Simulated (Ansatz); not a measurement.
**Heating and cooling a random packing of BaLi7F9**

A packing of 17 atoms, thrown in at random and pushed apart as soft spheres with like charges further apart (1 Ba, 9 F, 7 Li) went through Langevin stages in a fixed cell of 10.50 Å³/atom, at one k point, without spin and with a Fermi–Dirac width of kT (0.05 eV at least). Theory: DFT PBE, scalar-relativistic, plane waves, PAW in Ansatz.

```json
{"thermostat (K)": "1900", "duration (fs)": "36", "friction (1/fs)": "0.030", "cutoff (eV)": "320", "mean T (K)": "2257", "mean P (GPa)": "15.9", "mean square displacement (Å²)": "0.29"}
{"thermostat (K)": "1900", "duration (fs)": "375", "friction (1/fs)": "0.030", "cutoff (eV)": "420", "mean T (K)": "1995", "mean P (GPa)": "14.7", "mean square displacement (Å²)": "1.42"}
{"thermostat (K)": "1370", "duration (fs)": "375", "friction (1/fs)": "0.030", "cutoff (eV)": "420", "mean T (K)": "1313", "mean P (GPa)": "12.6", "mean square displacement (Å²)": "0.94"}
{"thermostat (K)": "760", "duration (fs)": "375", "friction (1/fs)": "0.030", "cutoff (eV)": "420", "mean T (K)": "849", "mean P (GPa)": "10.8", "mean square displacement (Å²)": "0.27"}
{"thermostat (K)": "300", "duration (fs)": "375", "friction (1/fs)": "0.030", "cutoff (eV)": "420", "mean T (K)": "280", "mean P (GPa)": "8.4", "mean square displacement (Å²)": "0.11"}
```

Means run over the second half of a stage; pressure includes the kinetic part; displacements count from the stage's start, the atoms' common shift taken off. In so short a run the atoms moved about a bond length or less in the hot stages, so this is an annealed packing, not a quenched equilibrium liquid.

Cell and atoms were then relaxed on coarser meshes and computed once more: Settings: cutoff 420 eV, Γ-centred mesh 3×3×4 on the computed 17-atom cell, Gaussian smearing of 0.02 eV; no spin polarisation.

Question: What structure is left?

Answer: One draw of many: 12.39 Å³/atom with a gap on the mesh of 6.54 eV, 3.04 eV/atom below the elements' standard states (static lattices, no corrections for gases) (a random packing after short dynamics, relaxed).

Counting as bonded all pairs within 1.2 times the summed covalent radii, but none from a metal cation to another cation:

```tsv
atom → neighbour	mean count	mean length (Å)	spread (Å)
Ba → F	8.00	2.72	0.10
F → Ba	0.89	2.72	0.10
F → Li	3.11	1.92	0.06
Li → F	4.00	1.92	0.06
```

Angles between all pairs of such bonds at an atom (mean ± spread): 100 ± 32° at Ba, 110 ± 23° at F, 108 ± 16° at Li.

```
CELL_PARAMETERS angstrom
6.71565 -0.12195 -0.46636
-0.11523 5.82436 -0.06115
-0.46792 -0.06089 5.42218
ATOMIC_POSITIONS crystal
Ba 0.78001 0.03157 0.65353
F 0.66104 0.60628 0.41464
F 0.01779 0.38174 0.51094
F 0.25450 0.56127 0.17403
F 0.85812 0.63768 0.92734
F 0.43396 0.80492 0.74976
F 0.43225 0.09893 0.30751
F 0.53247 0.29072 0.88091
F 0.09466 0.16020 0.95916
F 0.05186 0.90233 0.40730
Li 0.15151 0.20110 0.30785
Li 0.92772 0.61791 0.28426
Li 0.60442 0.56055 0.74762
Li 0.49168 0.41438 0.19382
Li 0.09237 0.48104 0.86053
Li 0.35135 0.04231 0.94179
Li 0.31373 0.80159 0.40894
```

Spin-orbit coupling is left out, which matters for the bands of heavy elements. An odd mesh misses points on the zone edge, so a gap read on it can be too wide.

Cost: 6 runs of about 16 core-minutes in all (earlier runs that led there not counted), on Arm Neoverse V1 (shared hosts).